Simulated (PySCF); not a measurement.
This PySCF input asks for the NMR shieldings of SMILES C=C[P-]CC, [C$_{4}$H$_{8}$P]-; the geometry comes from GFN2-xTB.

```python
import basis_set_exchange as bse
import numpy as np
from pyscf import gto, dft
from pyscf.prop import nmr

atoms = """
C     1.835828    0.736308    0.140769
C     1.577927   -0.413351    0.788720
P     0.261167   -1.575097    0.694496
C    -0.838462   -0.778872   -0.602130
C    -1.683747    0.373572   -0.076185
H     1.186549    1.150247   -0.613190
H     2.737592    1.300515    0.348209
H     2.306704   -0.746416    1.528489
H    -0.216170   -0.448894   -1.439845
H    -1.495683   -1.574426   -0.972155
H    -2.310425    0.799733   -0.867209
H    -1.038369    1.153098    0.322270
H    -2.327299    0.024070    0.730033
"""
names = dict.fromkeys(["C", "P", "H"], "pcSseg-1")
basis = {el: gto.basis.parse(bse.get_basis(n, elements=[el], fmt="nwchem")) for el, n in names.items()}
mol = gto.M(atom=atoms, basis=basis, charge=-1, verbose=0)
mf = dft.RKS(mol, xc="PBE0")
mf.grids.level = 2
mf.grids.alignment = dft.numint.BLKSIZE   # the property module wants whole blocks of grid points
mf.conv_tol = 1e-9
mf.kernel()

calc = nmr.RKS(mf)   # GIAO
C = mf.mo_coeff
Co = C[:, mf.mo_occ > 0]
resp = mf.gen_response(singlet=True, hermi=2)
def vind(x):   # induced exchange potential for any number of trial vectors
    d = np.einsum("pi,xij,qj->xpq", C, 2 * x.reshape(-1, C.shape[1], Co.shape[1]), Co, optimize=True)
    return np.einsum("xpq,pi,qj->xij", resp(d - d.transpose(0, 2, 1)), C, Co, optimize=True).ravel()
mo1, _ = nmr.rhf.solve_mo1(calc, with_cphf=vind)
sigma = calc.kernel(mo1)
for i, s in enumerate(sigma):   # ppm
    print("%2d %-2s %9.2f" % (i, mol.atom_pure_symbol(i), np.trace(s) / 3))
```

**Question.** Give the expected output.

**Answer.** 
```
 0 C     111.12
 1 C      20.75
 2 P     332.71
 3 C     164.20
 4 C     170.89
 5 H      28.30
 6 H      27.91
 7 H      24.56
 8 H      29.32
 9 H      30.68
10 H      30.71
11 H      29.90
12 H      31.28
```

These numbers come from an equivalent density-fitted implementation of the same equations, which agrees with the script to about 0.01 ppm for H and up to a few tenths of a ppm for heavy atoms, so last digits may differ.

**Question.** Turn these shieldings into chemical shifts. Referencing at the same level of theory: 13C (186.93 ppm) and 1H (31.72 ppm) vs TMS; H3PO4 for 31P (318.38 ppm).

**Answer.** Averaging equivalent atoms: C 1: 166.2; C 0: 75.8; C 3: 22.7; C 4: 16.0; P 2: -14.3; H 7: 7.15; H 6: 3.81; H 5: 3.42; H 8/9: 1.72; H 10/11/12: 1.08 ppm. Experimental scales use liquid or dissolved standards, which lie at an offset from isolated H3PO4.

Size and cost of the density-fitted run: 132 basis functions, 12 s wall time on 1 thread of an Arm Neoverse V1, shared host; peak memory 0.64 GiB.
